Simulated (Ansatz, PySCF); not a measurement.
This Ansatz (a program for electronic structure) input computes a r2SCAN/def2-TZVPD energy:

Ansatz 0.2 input:
```yaml
crystal:
  periodic: [false, false, false]
  atoms:
    - {symbol: C, position_ang: [1.17148061, -0.30103000, -0.02185938]}
    - {symbol: C, position_ang: [0.00707414, 0.65997832, -0.12802736]}
    - {symbol: N, position_ang: [-1.27918118, -0.05648449, 0.03431982]}
    - {symbol: H, position_ang: [2.13081144, 0.22925184, 0.07838298]}
    - {symbol: H, position_ang: [1.10795195, -1.02382691, 0.85462919]}
    - {symbol: H, position_ang: [1.26619138, -0.95524367, -0.90428970]}
    - {symbol: H, position_ang: [0.08038441, 1.35802371, 0.72559417]}
    - {symbol: H, position_ang: [-1.20429109, -0.82735961, 0.73657031]}
    - {symbol: H, position_ang: [-1.49810838, -0.53914382, -0.83180536]}
basis:
  gaussian:
    orbitals: def2-TZVPD
hamiltonian:
  xc: {name: r2SCAN}
total_charge: -1
output: {forces: true}
```

Write an input for the same energy in PySCF and say what it gives.


```python
from pyscf import gto, scf, dft

mol = gto.M(
    atom='''
    C     1.17148061   -0.30103000   -0.02185938
    C     0.00707414    0.65997832   -0.12802736
    N    -1.27918118   -0.05648449    0.03431982
    H     2.13081144    0.22925184    0.07838298
    H     1.10795195   -1.02382691    0.85462919
    H     1.26619138   -0.95524367   -0.90428970
    H     0.08038441    1.35802371    0.72559417
    H    -1.20429109   -0.82735961    0.73657031
    H    -1.49810838   -0.53914382   -0.83180536
    ''',
    basis='def2-tzvpd',
    charge=-1,
    spin=0,
    verbose=4,
)

mf = dft.RKS(mol, xc='r2scan').density_fit(auxbasis='def2-universal-jkfit')
mf.grids.level = 4
mf.conv_tol = 1e-9
mf.max_cycle = 100
mf.max_memory = 1500
mf.kernel()
if not mf.converged:
    mf = mf.newton()
    mf.kernel(mf.make_rdm1())
mf.analyze()
```
It gives -134.46239 Eh, and Ansatz -134.46231 Eh, a difference of 0.08 mEh, from the treatment of integrals and grids.

It need not be the lowest isomer of its formula. Whether it binds its extra electron was not tested at this geometry.
